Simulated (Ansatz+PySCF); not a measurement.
# singlet C₄H₄: levels of theory in one basis

```json
{"atom": "C", "x (Å)": "0.6144", "y (Å)": "0.7207", "z (Å)": "0.0000"}
{"atom": "C", "x (Å)": "-0.6144", "y (Å)": "0.7207", "z (Å)": "0.0000"}
{"atom": "C", "x (Å)": "-0.6144", "y (Å)": "-0.7207", "z (Å)": "0.0000"}
{"atom": "C", "x (Å)": "0.6144", "y (Å)": "-0.7207", "z (Å)": "0.0000"}
{"atom": "H", "x (Å)": "1.3256", "y (Å)": "1.4290", "z (Å)": "0.0000"}
{"atom": "H", "x (Å)": "-1.3256", "y (Å)": "1.4290", "z (Å)": "0.0000"}
{"atom": "H", "x (Å)": "-1.3256", "y (Å)": "-1.4290", "z (Å)": "0.0000"}
{"atom": "H", "x (Å)": "1.3256", "y (Å)": "-1.4290", "z (Å)": "0.0000"}
```

Basis set: def2-SVP (spherical functions). Left uncorrelated: 4 orbitals. Charge 0, multiplicity 1.

Computed with Ansatz (development build ahead of 0.2.0); each method stands on the lowest determinant of its kind that the runs found. NEVPT2 correlates all electrons. Active spaces start from the frontier orbitals, and the lowest solution found is given.

| method | E − E(RHF) (eV) | <S²> of the determinant |
| --- | --- | --- |
| RHF | 0.00 | 0.00 |
| UHF | -0.37 | 0.74 |
| UHF-MP2 | -13.11 | 0.74 |
| RHF-CCSD | -14.73 | – |
| RHF-CCSD(T) | -15.29 | – |
| CASSCF(4,4) | -1.52 | – |
| SC-NEVPT2(4,4) | -14.30 | – |

(1) What does RHF-MP2 give on the same scale?

(2) Is a single determinant a sound starting point here?

Answers

(1) -13.75 eV.

(2) It is doubtful. Unrestricted orbitals lower Hartree–Fock by 0.37 eV and <S²> is 0.74 where a pure state has 0.00, a sign of strong static correlation. The CASSCF(4,4) natural occupations are 1.94, 1.88, 0.13, 0.06.

Caution for RHF, RHF-MP2, RHF-CCSD, RHF-CCSD(T): an unrestricted determinant lies well below. Caution for UHF, UHF-MP2: the unrestricted determinant is spin contaminated; the determinant breaks the point group. Caution for UHF-MP2: another reference gives a lower total. Caution for CASSCF(4,4), SC-NEVPT2(4,4): other starts end on other solutions of this active space.
